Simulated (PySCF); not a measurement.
# How well do the runs reproduce experiment for cyclohexane?

**The experiment to reproduce.**

NIST CCCBDB Release 22 (SRD 101), experimental polarizabilities lists, for the gas: mean polarisability 11 Å³.

How close the calculation comes is told at the end.

Compound: cyclohexane, C6H12.
SMILES with atom numbers: `[CH2:1]1[CH2:2][CH2:3][CH2:4][CH2:5][CH2:6]1` (hydrogens: H7, H8 on C1; H9, H10 on C2; H11, H12 on C3; H13, H14 on C4; H15, H16 on C5; H17, H18 on C6)

Structure used (PBE0-D3(BJ)/def2-SVP), in Å, numbered top down from 1:
```xyz
18
C6H12 angstrom
C     -0.682    1.122   -0.672
C      0.743    1.265   -0.146
C      1.468   -0.078   -0.115
C      0.682   -1.122    0.672
C     -0.743   -1.265    0.146
C     -1.468    0.078    0.115
H     -0.646    0.821   -1.736
H     -1.200    2.093   -0.644
H      1.306    1.990   -0.756
H      0.711    1.682    0.877
H      1.608   -0.437   -1.151
H      2.478    0.042    0.309
H      1.200   -2.093    0.644
H      0.646   -0.821    1.736
H     -1.306   -1.990    0.756
H     -0.711   -1.682   -0.877
H     -1.608    0.437    1.151
H     -2.478   -0.042   -0.309
```

Runs made with PySCF (gas phase, on this PBE0-D3(BJ)/def2-SVP geometry; no spin–orbit coupling):

```
              level                                                                            job  basis functions
     PBE0/def2-SVPD  10 singlets by full TDDFT, 4 Tamm–Dancoff triplets, polarisability, ΔSCF ions              216
    B3LYP/def2-SVPD  10 singlets by full TDDFT, 4 Tamm–Dancoff triplets, polarisability, ΔSCF ions              216
       HF/def2-SVPD        10 singlets by TDHF, 4 Tamm–Dancoff triplets, polarisability, ΔSCF ions              216
      LDA/def2-SVPD  10 singlets by full TDDFT, 4 Tamm–Dancoff triplets, polarisability, ΔSCF ions              216
      PBE/def2-SVPD  10 singlets by full TDDFT, 4 Tamm–Dancoff triplets, polarisability, ΔSCF ions              216
BHandHLYP/def2-SVPD  10 singlets by full TDDFT, 4 Tamm–Dancoff triplets, polarisability, ΔSCF ions              216
CAM-B3LYP/def2-SVPD  10 singlets by full TDDFT, 4 Tamm–Dancoff triplets, polarisability, ΔSCF ions              216
  LC-wPBE/def2-SVPD  10 singlets by full TDDFT, 4 Tamm–Dancoff triplets, polarisability, ΔSCF ions              216
        PBE0/6-31G*             10 singlets by full TDDFT, 4 Tamm–Dancoff triplets, polarisability              108
  wB97X-D/def2-SVPD  10 singlets by full TDDFT, 4 Tamm–Dancoff triplets, polarisability, ΔSCF ions              216
```

All basis functions are spherical.

## Comparison

**Mean polarisability.** Measured: 11 Å³ (NIST CCCBDB Release 22 (SRD 101), experimental polarizabilities).

```csv
level,computed (Å³),computed − measured (Å³),% (from the printed values)
PBE0/def2-SVPD,10.42,-0.58,-5
B3LYP/def2-SVPD,10.50,-0.50,-5
HF/def2-SVPD,9.86,-1.14,-10
LDA/def2-SVPD,10.96,-0.04,0
PBE/def2-SVPD,10.78,-0.22,-2
BHandHLYP/def2-SVPD,10.17,-0.83,-8
CAM-B3LYP/def2-SVPD,10.35,-0.65,-6
LC-wPBE/def2-SVPD,10.09,-0.91,-8
PBE0/6-31G*,9.08,-1.92,-17
wB97X-D/def2-SVPD,10.35,-0.65,-6
```

Closest is LDA/def2-SVPD (-0.04 Å³), furthest PBE0/6-31G* (-1.92 Å³); one molecule doesn't rank methods. All 10 levels lie below the measurement. The computed values are static and purely electronic, with core orbitals frozen in the response (1 au = 0.148185 Å³). The table of measured values doesn't say here whether a value is static or optical, or holds a vibrational part.

The geometry is computed, not the measured one. Where a level misses, the cause wasn't examined.
